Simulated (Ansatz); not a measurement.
Geometry optimisation, UKS PBE-D4/def2-SVP (Ansatz).

The input (input.yaml):

```yaml
crystal:
  periodic: [false, false, false]
  atoms:
    - { symbol: O, position_ang: [1.5899, 0.0659, -0.741] }
    - { symbol: C, position_ang: [0.5083, -0.4092, 0.0719] }
    - { symbol: F, position_ang: [0.6294, -1.7113, 0.3218] }
    - { symbol: "N", position_ang: [-0.7112, -0.0973, -0.5166] }
    - { symbol: C, position_ang: [-1.2322, 0.6352, 0.412] }
    - { symbol: S, position_ang: [0.1083, 0.6142, 1.4678] }
    - { symbol: H, position_ang: [1.361, -0.3294, -1.586] }
    - { symbol: H, position_ang: [-0.06195, 1.3808, 2.60259] }
magnetization:
  spin_polarized: true
basis:
  gaussian: { orbitals: def2-SVP }
hamiltonian:
  xc: pbe
  dispersion: d4
relax:
  f_tol: 0.02
  max_steps: 50
```

Launched with:

```bash
$ ansatz run input.yaml --threads 2 --pin off --max-ram 3072MiB --backend cpu --events-out ev --progress --plain --runs-dir out
```

Problem. Where does it end, and by what steps?

Solution. It converged. After 37 steps the energy has fallen by 4.397 eV; H8 moved furthest, 1.33 Å. Parted: C2–S6 (1.78 → 3.76 Å).

```csv
step,energy less start (eV),largest force component (eV/Å),accepted
0,0.0000,6.004,yes
2,-1.5736,2.667,yes
4,-2.3324,1.335,yes
6,-3.0378,1.917,yes
8,-3.7779,1.681,yes
10,-4.1906,0.891,yes
12,-4.2578,0.434,yes
14,-4.3146,0.980,yes
16,-4.3618,0.523,yes
18,-4.3822,0.188,yes
20,-4.3769,0.933,no
22,-4.3888,0.165,yes
24,-4.3913,0.116,yes
26,-4.3902,0.479,no
28,-4.3946,0.111,yes
30,-4.3946,0.222,no
32,-4.3960,0.115,yes
34,-4.3889,0.185,no
36,-4.3969,0.023,yes
37,-4.3970,0.010,yes
```

```xyz
8
Properties=species:S:1:pos:R:3
O 1.525 -0.774 -1.495
C 0.598 -0.971 -0.538
F 0.261 -2.260 -0.483
N 0.101 -0.108 0.235
C -0.666 0.745 0.820
S -0.148 1.232 2.420
H 1.700 0.185 -1.549
H -1.180 2.100 2.624
```

Whether the end is a true minimum wasn't checked by a vibrational analysis.

Time of the run: 84 s on 2 threads of Intel(R) Xeon(R) Platinum 8488C (Sapphire Rapids) (shared host), peak memory 0.26 GiB.
